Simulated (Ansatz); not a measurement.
Species: C2H5S, net charge 0, doublet state. SMILES: [CH2]SC
Geometry: optimised at B3LYP-D3(BJ)/def2-TZVP (Ansatz, an electronic-structure program).

Wanted: enthalpy of formation at 298 K, in kcal/mol. Terms: no spin-orbit coupling; dispersion terms only where a functional's name holds one; valence correlation only; open shells spin-unrestricted; 6-311+G** with 5d, 6d on Na to Ar in Ansatz; non-relativistic; LANL2DZ with its own core potentials from Na on; 6-31G* and kin with 6d, 5d where marked. CBS(X,Y): correlation extrapolated as X^-3; Hartree-Fock from the larger set. [CCSD(T)-MP2]/basis is that difference in the basis named. First-principles rows: single points at B3LYP-D3(BJ) geometries (Ansatz), with unscaled harmonic terms from B3LYP/6-31G* at its own minima, enthalpies of formation by atomisation with measured atoms.

Coupled cluster (Ansatz) is a level with limits of its own, used here on species with T1 under 0.025 (0.045 for open shells) and stable references: RI-MP2/CBS(cc-pV(T+d)Z,cc-pV(Q+d)Z)+[CCSD(T)-MP2]/cc-pV(T+d)Z.

Value to compare with, RI-MP2/CBS(cc-pV(T+d)Z,cc-pV(Q+d)Z)+[CCSD(T)-MP2]/cc-pV(T+d)Z (Ansatz): 33.1 kcal/mol.

| level | program | enthalpy of formation at 298 K (kcal/mol) | difference |
|---|---|---|---|
| PBE/STO-3G | Ansatz | -124.4 | -157.5 |
| PBE/3-21G | Ansatz | 42.9 | 9.8 |
| PBE/LANL2DZ | Ansatz | 50.4 | 17.3 |
| PBE/6-31G* | Ansatz | 22.4 | -10.7 |
| PBE/def2-SVP | Ansatz | 20.6 | -12.5 |
| PBE/6-311+G** | Ansatz | 26.4 | -6.7 |
| PBE/def2-TZVPD | Ansatz | 19.4 | -13.7 |

Among the 6 habitual levels, PBE/STO-3G lies farthest from RI-MP2/CBS(cc-pV(T+d)Z,cc-pV(Q+d)Z)+[CCSD(T)-MP2]/cc-pV(T+d)Z (Ansatz) (-157.5 kcal/mol) and PBE/6-311+G** nearest (-6.7); 2 of 6 lie above it, and their mean absolute difference is 35.8 kcal/mol, the median 11.6. One case shows no general order.

The sets are all those run for this method; runs whose electronic state is in doubt are left out.
